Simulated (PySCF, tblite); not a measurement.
Species: C4H9Cl.
Geometry (GFN2-xTB, Å), atoms numbered from 1 in this order:
```xyz
14
C4H9Cl angstrom
C     -0.9796   -1.0777   -0.0578
C      0.0213    0.0003    0.3319
C     -0.4532    1.3818   -0.0947
C      1.4099   -0.3051   -0.2107
Cl     0.1364    0.0041    2.1404
H     -1.0771   -1.1108   -1.1412
H     -1.9554   -0.8686    0.3739
H     -0.6492   -2.0525    0.2926
H     -1.4305    1.5984    0.3300
H     -0.5263    1.4247   -1.1796
H      0.2448    2.1457    0.2386
H      1.3845   -0.3104   -1.2989
H      1.7509   -1.2778    0.1356
H      2.1228    0.4475    0.1177
```

Level of theory: PBE0/pcSseg-1 in PySCF (dipole) on a GFN2-xTB geometry, gas phase.

Take the most abundant isotopes and a rigid rotor. 

Problem. Give the principal moments of inertia and the rotational constants in GHz.

Solution. Ia = 110.87, Ib = 165.85, Ic = 165.88 u·Å²; 505379 MHz·u·Å²/I gives 4558, 3047 and 3047 MHz, that is A = 4.5584, B = 3.0471, C = 3.0466 GHz.

Problem. Classify the top.

Solution. A prolate symmetric top, as the point group C3v requires two equal moments; Ray's κ = -0.999.

Problem. Where do the R-branch lines fall?

Solution. The dipole of 2.27 D lies along the symmetry axis, so ΔK = 0 and J+1 ← J falls at 2B(J+1) for every K: 6.09 GHz, 12.19 GHz, 18.28 GHz, 24.37 GHz, 30.47 GHz for J = 0 to 4.

Problem. Estimate the classical rotational partition function at 200 K, 298.15 K and 500 K.

Solution. Point group C3v, symmetry number σ = 3; q = (√π/σ)·√((kT/h)³/(ABC)), k/h = 20836.6 MHz/K: 24400 at 200 K, 44500 at 298.15 K, 96600 at 500 K.

Its GFN2-xTB frequencies are all real (lowest 183 cm⁻¹). No vibrational averaging or centrifugal distortion is included, and the geometry carries the error of its method.

Hardware: one thread, Arm Neoverse V1, no GPU (shared host). Cost: 15 s. This is the PBE0/pcSseg-1 job that gave the dipole, with the shieldings it also computed.
